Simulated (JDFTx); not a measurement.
System: chloromethane, CH3Cl (SMILES CCl), charge 0, multiplicity 1; geometry: optimised with GFN2-xTB in vacuum (no frequencies checked; largest PBE force component 0.4 eV/Å). Bonded distances (Å): C1–Cl2 1.777, C1–H3 1.086, C1–H4 1.086, C1–H5 1.086. Angles (°): Cl2–C1–H3 108.3, Cl2–C1–H4 108.3, Cl2–C1–H5 108.3, H3–C1–H4 110.6, H3–C1–H5 110.7, H4–C1–H5 110.6.

Level of theory: PBE, GBRV ultrasoft potentials, plane waves to 20/100 Ha; code: JDFTx (a modified build). Liquid: CANDLE, water, 2 M NaF. The liquid run sits in a periodic box with 3.75 Å from the outermost atoms to the faces; the vacuum run is isolated. The box matters at about 0.01 eV. Solvation energy here means the total energy in the continuum liquid minus that in vacuum, same nuclei, nothing added for thermal motion or standard states.

```yaml
solvation_energy: -5.3 kJ/mol
"part: cavitation term of the fluid": 34 kJ/mol
"part: dispersion term of the fluid": -27.0 kJ/mol
"part: electrostatic term of the fluid": -15.3 kJ/mol
"part: distortion of the solute's electrons": 2.9 kJ/mol
dipole_moment_in_vacuum: 1.83 D
dipole_moment_in_the_liquid: 2.54 D
"highest occupied level in vacuum (zero: vacuum level)": -7.07 eV
"highest occupied level in the liquid (zero: bulk electrolyte)": -7.06 eV
volume of the model's cavity: 163.6 Å³
rough_cost_vacuum_and_liquid_run: 100 s and 80 s of core time
```
